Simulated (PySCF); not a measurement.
Level of theory: PBE0-D3(BJ)/def2-TZVP run with PySCF. All species are isolated molecules in the gas phase. 

Reference species (SMILES): `C[CH]C` (neutral, multiplicity 2).

```json
{
  "dipole_moment": "0.21 D"
}
```

Changed species: `C[C]=O` (radical fragment; the reference has radical fragment).

Task: Give the shifts of the dipole moment.

Result: the dipole moment rises by 2.37 D, to 2.58 D.
